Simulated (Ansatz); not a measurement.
H$_{6}$N$_{2}$Si (`N[SiH2]N`), relaxed with RKS PBE0-D4/def2-TZVP in Ansatz from a GFN2-xTB geometry. The force threshold is 0.005 eV/Å; the program also tests the step.

Charge 0, multiplicity 1.

Start:

```xyz
9

N    -0.240    1.281    0.585
Si   -0.472   -0.364    0.123
N     0.960   -0.726   -0.768
H     0.075    1.920   -0.127
H    -0.965    1.718    1.130
H    -1.561   -0.666   -0.815
H    -0.684   -1.067    1.395
H     1.839   -0.446   -0.363
H     1.047   -1.649   -1.160
```

Task: By how much does the energy fall, and how many steps does the optimiser take? (Estimate.)

Result: Ansatz gave: 8.69 kJ/mol, in 7 steps, 1 of them rejected.

Task: Which bonds change most? (Estimate.)

Result: Ansatz gave: Si2–H7 from 1.469 to 1.493 Å; Si2–H6 from 1.469 to 1.493 Å; N1–Si2 from 1.725 to 1.711 Å; Si2–N3 from 1.725 to 1.711 Å.

Task: Give the relaxed structure. (An estimate is asked.)

Result: Ansatz gave: 
```xyz
9

N    -0.323    1.333    0.497
Si   -0.428   -0.330    0.110
N     1.019   -0.797   -0.676
H    -0.174    2.032   -0.213
H    -0.808    1.703    1.297
H    -1.492   -0.741   -0.853
H    -0.728   -0.972    1.423
H     1.918   -0.686   -0.236
H     1.016   -1.543   -1.350
```
